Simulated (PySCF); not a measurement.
## [C2H5S]-: core ionisation energies

Compound: C2H5S (charge -1).
Numbering: `[CH3:1][CH2:2][S-:3]`

Structure used (PBE0-D3(BJ)/def2-SVP), in Å, numbered top down from 1:
```xyz
8
C2H5S angstrom
C      0.7979    0.1279    0.0245
C     -0.6740   -0.2631   -0.0911
S     -1.7958    1.1057    0.2892
H      1.0012    0.4858    1.0480
H      1.5022   -0.7004   -0.2141
H      1.0029    0.9772   -0.6490
H     -0.8423   -1.1374    0.5778
H     -0.8359   -0.6625   -1.1180
```

Level of theory: PySCF 2.14.0, delta-SCF UKS SCAN, pcX-2 on the ionised atom, pcseg-1 elsewhere, spin-free X2C. Each binding energy is the total energy of the core-ionised species, with the hole localised on one atom, minus that of the ground state; both are solved self-consistently, so orbital relaxation is included.

Task: List the computed XPS lines with their assignment.

Result: 
```tsv
atom(s)	bonded to	level	binding energy (eV)	above the level's lowest (eV)	count
S3	C	S 1s	2468.52	0.00	1
C1	C and 3 H	C 1s	285.82	+0.24	1
C2	S, C and 2 H	C 1s	285.58	0.00	1
```

The 2 C 1s values lie within 0.24 eV of each other; Gaussian lines of 0.5 eV full width would blend them into one maximum.

Task: Give the binding energy of S 1s of S3 in hartree and in kJ/mol.

Result: 2468.52 eV = 90.7164 Eh = 238176 kJ/mol.

Task: Which effective nuclear charge Zeff reproduces each element's mean 1s value in the hydrogen-like formula E = 13.606 eV × Zeff²?

Result: C (Z = 6): mean 285.7 eV, Zeff = 4.58, Z − Zeff = 1.42; S (Z = 16): mean 2468.5 eV, Zeff = 13.47, Z − Zeff = 2.53. Means run over the listed sites, weighted by atom count.

Not every level is listed. The species carries charge -1, so core ionisation leaves a neutral species. The basis sets have no added diffuse functions. Isolated species at its PBE0-D3(BJ)/def2-SVP geometry, gas phase. The geometry's basis has no diffuse functions, a weakness for an anion.

Hardware: Arm Neoverse V1, one thread, shared host. Cost: 9.2 s wall, 0.34 GiB resident at most.
